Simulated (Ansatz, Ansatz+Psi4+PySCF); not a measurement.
```xyz
2

Ti    0.0000    0.0000    0.0000
F     0.0000    0.0000    1.8340
```

Basis set: cc-pVTZ (spherical functions). Charge 0, multiplicity 4.

Computed with Ansatz (development build ahead of 0.2.0); each method stands on the lowest determinant of its kind that the runs found.

Problem. Give the atomization energy at this shape (free ground-state atoms in the same class of orbitals less the molecule, no zero-point energy) of quartet TiF by UHF, ROHF.

Solution.

```json
{"method": "UHF", "atomization energy": "4.31 eV"}
{"method": "ROHF", "atomization energy": "4.45 eV"}
```

Caution: the determinant breaks the point group.
